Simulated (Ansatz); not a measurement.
**AlPH (quartet): wave-function methods side by side at distance Al1–P2 = 4.403 Å, 6-31G**

How much of the correlation energy of AlPH (quartet) does each wave-function method recover here?

Computed with Ansatz 0.2.0, Gaussian basis. Level: 6-31G, core rule «outside noble gas», up to 10 orbitals frozen.

Plan: UHF; CCSD(T) on ROHF; CCSD(T) on UHF; BCCD(T) on ROHF; CISD; CCSDT(Q) on ROHF; CCSDT(Q) on UHF; CCSDTQ on ROHF; CCSDTQ on UHF; CASSCF and MRCISD+Q, 5 electrons in 5 orbitals; CASSCF and NEVPT2, 5 electrons in 5 orbitals; CASSCF and MRCISD+Q, 9 electrons in 9 orbitals; CASSCF and NEVPT2, 9 electrons in 9 orbitals; Full CI.

### 1 What is computed

The geometry derives from a PBE0/def2-TZVP stationary point (not a proven minimum). One bond is set to the value named and the two fragments are kept rigid.

3 atoms, charge 0, spin multiplicity 4.

Atoms are counted from 1 here; the program's logs count them from 0.

Bond lengths: P2–H3 1.430 Å.

As a file:

```xyz
3
AlHP
Al    0.0000   -0.3349    3.0229
P     0.0000   -0.5346   -1.3755
H     0.0000    0.8694   -1.6474
```

### 2 UHF

The input, in.yaml:

```yaml
crystal:
  periodic: [false, false, false]
  atoms:
    - {symbol: Al, position_ang: [0.000000, -0.334857, 3.022942]}
    - {symbol: P, position_ang: [0.000000, -0.534578, -1.375526]}
    - {symbol: H, position_ang: [0.000000, 0.869434, -1.647417]}
basis:
  gaussian: {orbitals: 6-31G}
magnetization: {spin_polarized: true, initial_magnetization: 3}
hamiltonian: {xc: hf}
output: {orbitals: {seedname: orbitals}}
```

Run with:

```console
$ ansatz run in.yaml --threads 1 --pin off --events-out ev --progress --plain --max-ram 4096MiB --backend cpu
```

After this run come: CCSD(T) on ROHF; CCSD(T) on UHF; BCCD(T) on ROHF; CISD; CCSDT(Q) on ROHF; CCSDT(Q) on UHF; CCSDTQ on ROHF; CCSDTQ on UHF; CASSCF and MRCISD+Q, 5 electrons in 5 orbitals; CASSCF and NEVPT2, 5 electrons in 5 orbitals; CASSCF and MRCISD+Q, 9 electrons in 9 orbitals; CASSCF and NEVPT2, 9 electrons in 9 orbitals; Full CI.

Q: Predict the results of all the runs planned. Wanted: FCI from the RHF energy; RMP2 from FCI; UMP2 from FCI; RCCSD from FCI; RCCSD(T) from FCI; UCCSD(T) from FCI; RCCSDT(Q) from FCI; UCCSDT(Q) from FCI; NEVPT2 pair from FCI.

**Answer**, as computed:

| quantity | value |
| --- | --- |
| FCI from the ROHF energy | -2.0095 eV |
| RMP2 from FCI | +676.5 meV |
| UMP2 from FCI | +661.4 meV |
| RCCSD from FCI | +17.1 meV |
| RCCSD(T) from FCI | +5.3 meV |
| UCCSD(T) from FCI | +5.1 meV |
| RCCSDT(Q) from FCI | +0.2 meV |
| UCCSDT(Q) from FCI | 0.0 meV |
| NEVPT2 pair from FCI | +545.0 meV |
| MRCISD+Q pair from FCI | -29.4 meV |
| NEVPT2 valence from FCI | +256.4 meV |
| levels within 1 kcal/mol (43 meV) | RCCSD, UCCSD, RCCSD(T), UCCSD(T), BCCD(T), RCCSDT, UCCSDT, RCCSDT(Q), UCCSDT(Q), RCCSDTQ, UCCSDTQ, MRCISD+Q pair, MRCISD valence, MRCISD+Q valence |
| T1 diagnostic | 0.015 |
| effectively unpaired electrons | 3.06 |

In words: RCCSD(T) misses by +5.3 meV, 0.3 % of the correlation energy. MRCISD+Q pair falls below full CI: the +Q correction isn't variational, and the cores differ from full CI's. One determinant dominates. Of the multireference levels listed MRCISD+Q valence comes nearest in total energy (+4.7 meV), which doesn't show that its space is the better one. These misses are within one basis, not against nature; the frozen cores of restricted and unrestricted runs differ, which can shift their rows.

Levels on UHF freeze UHF's core orbitals, full CI those of ROHF, so the U rows can settle a little off it for that reason alone.

With open shells the CI space here admits some triples and quadruples, so it is larger than plain CISD.
